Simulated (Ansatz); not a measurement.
A trace of molecular dynamics of AlH3O (5 atoms, charge 0, multiplicity 1).

All numbers below come from RKS PBE0/def2-SVP in Ansatz 0.2.0.

```
ensemble                      : NVE (velocity Verlet)
starting velocities drawn for : 300 K
seed                          : 2168
```

```csv
time (fs),T (K),potential energy less start (eV),conserved less start (meV/atom)
0,300,0.000,0.00
4,330,-0.012,0.04
8,931,-0.244,0.15
12,3522,-1.249,0.03
16,6815,-2.529,-0.54
20,6446,-2.385,-0.33
24,4114,-1.479,-0.06
28,2838,-0.984,0.03
32,3664,-1.306,-0.28
36,3263,-1.148,0.15
40,4114,-1.483,-0.75
44,2438,-0.829,0.05
48,2657,-0.914,0.02
52,5689,-2.092,-0.39
56,5866,-2.159,-0.03
60,5487,-2.015,-0.69
64,3686,-1.313,0.03
68,3484,-1.236,-0.20
72,4604,-1.670,-0.20
76,4797,-1.743,0.10
80,5529,-2.031,-0.65
84,4276,-1.542,-0.02
88,4763,-1.733,-0.35
92,3798,-1.359,-0.50
96,2696,-0.929,-0.05
100,4099,-1.475,-0.30
```

Is this trajectory sound?

The conserved energy stayed within 1.3 meV per atom of its start (net change -0.3 meV per atom), so the integration is sound. The kinetic energy rose, since the run started high on the potential surface and went downhill. A run of 0.1 ps of so small a system gives no equilibrium averages. The orbitals stay closed-shell, which can raise the energy where a bond breaks towards radicals; this wasn't checked here. The time step was 0.5 fs.

The run took 2.7 min on 1 thread of Arm Neoverse V1, on a shared host, peak memory 0.086 GiB.
